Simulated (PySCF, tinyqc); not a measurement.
MP2 on RHF in the sto-3g basis, frozen core, for HF, spin multiplicity 1, step by step. The lowest restricted solution is unstable here: a spin-polarised one lies 0.0065 hartree lower (PySCF). One step of it, computed by the program tinyqc.

Task: Iteration 1: building the Fock matrix. J_ij = sum D_kl (ij|kl), K_ij = sum D_kl (ik|jl); F = H + J - 0.5 K; E = tr D H + tr D J / 2 - 0.25 tr D K + E_nn.

D at the start, lower triangle:
```
            1F 1s      1F 2s    1F 2px    1F 2py     1F 2pz     2H 1s
1F 1s    2.122553
1F 2s   -0.518384   2.191977
1F 2px   0.000000   0.000000  2.000000
1F 2py   0.000000   0.000000  0.000000  2.000000
1F 2pz  -0.012952   0.070800  0.000000  0.000000   2.067348
2H 1s    0.040667  -0.168682  0.000000  0.000000  -0.195546  0.030481
```

core Hamiltonian H = T + V (hartree), lower triangle:
```
             1F 1s       1F 2s     1F 2px     1F 2py     1F 2pz      2H 1s
1F 1s   -40.437135
1F 2s    -9.487749  -10.915192
1F 2px    0.000000    0.000000  -8.596738
1F 2py    0.000000    0.000000   0.000000  -8.596738
1F 2pz   -0.007680   -0.095782   0.000000   0.000000  -8.644610
2H 1s    -0.832941   -2.045216   0.000000   0.000000  -1.486555  -4.138858
```

Two-electron integrals (ij|kl) in chemists' order, unique and non-zero (hartree):
```
(11|11) 5.403501   (21|11) 0.841920   (21|21) 0.156299   (22|11) 1.268028
(22|21) 0.292344   (22|22) 0.926167   (31|31) 0.027998   (32|31) 0.043169
(32|32) 0.204588   (33|11) 1.264502   (33|21) 0.292403   (33|22) 0.925959
(33|33) 0.997514   (41|41) 0.027998   (42|41) 0.043169   (42|42) 0.204588
(43|43) 0.053770   (44|11) 1.264502   (44|21) 0.292403   (44|22) 0.925959
(44|33) 0.889973   (44|44) 0.997514   (51|51) 0.027998   (52|51) 0.043169
(52|52) 0.204588   (53|53) 0.053770   (54|54) 0.053770   (55|11) 1.264502
(55|21) 0.292403   (55|22) 0.925959   (55|33) 0.889973   (55|44) 0.889973
(55|55) 0.997514   (61|11) 0.074109   (61|21) 0.013654   (61|22) 0.025418
(61|33) 0.025381   (61|44) 0.025381   (61|51) 0.000533   (61|52) 0.001010
(61|55) 0.025497   (61|61) 0.001204   (62|11) 0.209228   (62|21) 0.048978
(62|22) 0.175827   (62|33) 0.173180   (62|44) 0.173180   (62|51) 0.003296
(62|52) 0.027048   (62|55) 0.180944   (62|61) 0.004345   (62|62) 0.042996
(63|31) 0.004862   (63|32) 0.029830   (63|53) 0.005520   (63|63) 0.006067
(64|41) 0.004862   (64|42) 0.029830   (64|54) 0.005520   (64|64) 0.006067
(65|11) 0.151421   (65|21) 0.035874   (65|22) 0.137991   (65|33) 0.132338
(65|44) 0.132338   (65|51) 0.006947   (65|52) 0.049626   (65|55) 0.149138
(65|61) 0.003297   (65|62) 0.041564   (65|65) 0.046035   (66|11) 0.407909
(66|21) 0.097004   (66|22) 0.402715   (66|33) 0.390875   (66|44) 0.390875
(66|51) 0.007164   (66|52) 0.084418   (66|55) 0.426080   (66|61) 0.008632
(66|62) 0.133734   (66|65) 0.151335   (66|66) 0.774606
```

nuclear repulsion = 3.70918606 hartree

Give: Coulomb J; exchange K; Fock matrix F; total energy of this density.

Result:

Coulomb J (hartree), lower triangle:
```
          1F 1s   1F 2s  1F 2px  1F 2py  1F 2pz   2H 1s
1F 1s   20.9367
1F 2s    4.0134  9.9377
1F 2px   0.0000  0.0000  9.9292
1F 2py   0.0000  0.0000  0.0000  9.9292
1F 2pz   0.0018  0.0020  0.0000  0.0000  9.9283
2H 1s    0.3508  1.8229  0.0000  0.0000  1.4041  4.0241
```

exchange K (hartree), lower triangle:
```
          1F 1s   1F 2s  1F 2px  1F 2py  1F 2pz   2H 1s
1F 1s   11.1101
1F 2s    1.9472  3.2355
1F 2px   0.0000  0.0000  2.6652
1F 2py   0.0000  0.0000  0.0000  2.6652
1F 2pz   0.0007  0.0056  0.0000  0.0000  2.6673
2H 1s    0.1815  0.5173  0.0000  0.0000  0.2960  0.1375
```

Fock matrix F (hartree), lower triangle:
```
           1F 1s    1F 2s   1F 2px   1F 2py   1F 2pz    2H 1s
1F 1s   -25.0555
1F 2s    -6.4479  -2.5953
1F 2px    0.0000   0.0000  -0.0002
1F 2py    0.0000   0.0000   0.0000  -0.0002
1F 2pz   -0.0062  -0.0966   0.0000   0.0000  -0.0500
2H 1s    -0.5729  -0.4809   0.0000   0.0000  -0.2305  -0.1835
```

total energy of this density = -97.898947 hartree
